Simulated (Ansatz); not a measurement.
The input, for Ansatz 0.2.0:

```yaml
crystal:
  periodic: [false, false, false]
  atoms:
    - {symbol: Ge, position_ang: [0.007190, 0.057841, 0.439311]}
    - {symbol: N, position_ang: [-0.097225, -0.236458, -2.171077]}
    - {symbol: H, position_ang: [0.289127, -1.304862, 1.139357]}
    - {symbol: H, position_ang: [0.543801, 0.422321, -2.629459]}
basis:
  gaussian: {orbitals: cc-pVDZ, fitting: {mean_field: def2-universal-jkfit}}
magnetization: {spin_polarized: false, initial_magnetization: 3}
hamiltonian: {pseudopotentials: {relativity: scalar}}
correlation: {method: sc_nevpt2, electrons: outside_noble_gas, active_space: {window: {electrons: 5, orbitals: 4}}}
scf: {lower_state_search: light}
```

```sh
$ ansatz run in.yaml --threads 1 --pin off --events-out ev --progress --plain --max-ram 2393MiB
```

Log:

```
379 factors; integrals over basis functions are off by at most 4.0e-1 eV
mean field evaluation 1: about -58446.1739 eV, gradient 1.6e1 eV
mean field evaluation 2: about -58446.9110 eV, gradient 1.8e1 eV
mean field evaluation 4: about -58448.7687 eV, gradient 3.8e0 eV
mean field evaluation 8: about -58449.0863 eV, gradient 2.9e-1 eV
mean field evaluation 16: about -58449.0124 eV, gradient 8.9e-1 eV
mean field evaluation 32: about -58449.0535 eV, gradient 2.4e0 eV
mean field -58449.08939203 eV, -2147.9644169414 hartree, gradient 2.5e-6 eV, S^2 3.750000; 7 other end points of the search recorded, 0 dependent functions left out
reference -58449.08939203 eV, -2147.9644169414 hartree; 22, 19 occupied and 29, 32 virtual orbitals, 379 factors
state -58449.08939203 eV, -2147.9644169414 hartree
state -58449.08939203 eV, -2147.9644169414 hartree; corrected -58453.95034003 eV, -2148.1430534854 hartree
WARN: 1 active orbitals are nearly empty or full. The corrections depend on them more than the energy does, and are more stable in an active space without them
Total energy: -58453.95034003 eV, -2148.1430534854 hartree
Relativity: scalar
```

Ran on 1 thread of Arm Neoverse V1, shared host: 3.9 s wall, 0.09 GiB peak host memory.
